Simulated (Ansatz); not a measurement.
`C[SiH]C` radical from Hartree–Fock to CCSD(T)

Z-matrix (Å, degrees):
```
C
Si 1 1.877
H 1 1.092 2 111.1
H 1 1.095 2 110.6 3 119.9
H 1 1.092 2 111.0 3 -120.3
C 2 1.877 1 111.8 3 -179.6
H 2 1.495 1 110.2 3 -56.7
H 6 1.095 2 110.6 1 59.7
H 6 1.092 2 111.0 1 -60.1
H 6 1.092 2 111.1 1 179.6
```

Charge 0, multiplicity 2. Geometry: relaxed with PBE0-D4/def2-TZVP. Frozen core, unrestricted reference, the Gaussian-basis code of Ansatz. CBS rows extrapolate triple and quadruple zeta; past MP2 they add the triple-zeta difference.

| basis | HF (Eh) | MP2 corr. | CCSD corr. | (T) | CCSD(T) total |
| --- | --- | --- | --- | --- | --- |
| def2-SVP | -368.56923 | -0.37822 | -0.42729 | -0.01156 | -369.00808 |
| def2-TZVPP | -368.76046 | -0.46703 | -0.51183 | -0.01874 | -369.29103 |
| def2-QZVPP | -368.77340 | -0.49726 | – | – | – |
| CBS(def2) | -368.77519 | -0.51966 | -0.56446 | as TZ | -369.35839 |
